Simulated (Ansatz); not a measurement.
Consider the substitution at a C–C bond: `CC(C)Cl` + `FCSS` → `CSSCF` + `CCCl`.

Gas-phase electronic energies from Ansatz, PBE0-D4/def2-TZVP geometries. CCSD(T)/CBS adds triple-zeta CCSD(T) − MP2 to the extrapolated MP2 energy (def2 sets, frozen cores). Functionals use def2-TZVPP. B3LYP here is the variant with VWN-RPA as its local correlation; programs differ in this. One conformer a species, not always the lowest.

`CC(C)Cl`:

Z-matrix (Å, degrees):
```
C
C 1 1.511
H 1 1.090 2 111.3
H 1 1.092 2 110.6 3 120.7
H 1 1.094 2 109.5 3 -120.0
C 2 1.511 1 113.3 3 -179.5
Cl 2 1.804 1 109.2 3 -57.5
H 2 1.091 1 110.2 3 56.5
H 6 1.092 2 110.6 1 58.8
H 6 1.094 2 109.5 1 -60.5
H 6 1.090 2 111.3 1 179.5
```

`FCSS`:

Cartesian coordinates in Å:
```
F 0.850 1.389 -0.162
C 0.351 0.490 0.747
S 0.358 -1.191 0.134
S -1.249 -1.214 -1.124
H 0.996 0.489 1.631
H -0.667 0.787 1.005
H -0.639 -0.750 -2.231
```

`CSSCF`:

Cartesian coordinates in Å:
```
C 0.002 0.901 -1.609
S 1.042 1.167 -0.158
S -0.209 0.738 1.385
C -0.055 -1.038 1.543
F -0.755 -1.724 0.576
H -0.281 -0.146 -1.697
H -0.883 1.535 -1.566
H 0.612 1.190 -2.469
H 0.996 -1.325 1.473
H -0.469 -1.298 2.522
```

`CCCl`:

Z-matrix (Å, degrees):
```
C
C 1 1.507
H 1 1.091 2 111.0
H 1 1.094 2 109.6 3 119.7
H 1 1.091 2 111.0 3 -120.6
Cl 2 1.788 1 111.4 3 60.3
H 2 1.089 1 111.9 3 179.1
H 2 1.089 1 111.9 3 -58.5
```

```
             level  ΔE (kcal/mol)  difference from CCSD(T)/CBS
            PBE-D4            0.4                         -1.4
         r2SCAN-D4            1.1                         -0.7
          B3LYP-D4            0.8                         -1.0
           ωB97X-V            1.5                         -0.3
            B2PLYP            1.1                         -0.7
            r2SCAN            1.1                         -0.7
              PBE0            1.0                         -0.8
             B3LYP            0.7                         -1.1
     HF/def2-TZVPP            1.7                         -0.1
    MP2/def2-TZVPP            1.9                          0.1
SCS-MP2/def2-TZVPP            1.9                          0.1
   CCSD/def2-TZVPP            2.5                          0.7
CCSD(T)/def2-TZVPP            2.3                          0.5
    MP2/def2-QZVPP            1.6                         -0.2
      HF/CBS(def2)            1.7                         -0.1
     MP2/CBS(def2)            1.4                         -0.4
       CCSD(T)/CBS            1.8                            0
```

Largest T1 diagnostic among the species: 0.012.
